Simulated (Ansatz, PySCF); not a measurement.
System: C$_{3}$H$_{6}$Cl, net charge 0, doublet state. SMILES: C[CH]CCl
Structure (B3LYP-D3(BJ)/def2-TZVP (Ansatz, an electronic-structure program) minimum search):
```
C
H 1 1.0835
C 1 1.4524 2 117.79
H 3 1.0847 1 114.16 2 -29.37
H 3 1.0866 4 111.08 1 130.32
C 1 1.4826 2 118.74 3 165.49
H 6 1.0912 1 111.73 2 37.76
H 6 1.0926 7 108.82 1 -123.75
H 6 1.0993 7 106.93 8 -114.92
Cl 3 1.8926 4 103.42 5 109.80
```
Charge 0, spin multiplicity 2.

Unscaled harmonic wavenumbers (cm⁻¹) in rising order, each level at the stationary point that it reaches from this structure (no distance between atoms moves by over 0.3 Å); the order of modes can differ between levels, and a negative number is imaginary. B3LYP-D3(BJ)/def2-TZVP (PySCF, at the structure above): 98, 111, 287, 407, 465, 606, 875, 911, 1004, 1072, 1173, 1222, 1229, 1394, 1414, 1473, 1483, 1498, 2973, 3050, 3095, 3098, 3159, 3177.

HF/6-31G* (Ansatz): 95, 130, 306, 427, 563, 676, 921, 980, 1104, 1191, 1226, 1342, 1407, 1516, 1568, 1623, 1633, 1640, 3177, 3236, 3273, 3293, 3345, 3363. Zero-point energy 54.4 against 50.4 kcal/mol; where all levels lie over 400 cm⁻¹, the wavenumbers are on average 1.089 times those of B3LYP-D3(BJ)/def2-TZVP.

B3LYP/6-31G* (Ansatz): 101, 103, 289, 405, 460, 607, 876, 916, 1014, 1087, 1183, 1234, 1251, 1414, 1437, 1502, 1513, 1522, 2995, 3071, 3114, 3120, 3179, 3196. Zero-point energy 50.9 against 50.4 kcal/mol; where all levels lie over 400 cm⁻¹, the wavenumbers are on average 1.008 times those of B3LYP-D3(BJ)/def2-TZVP.
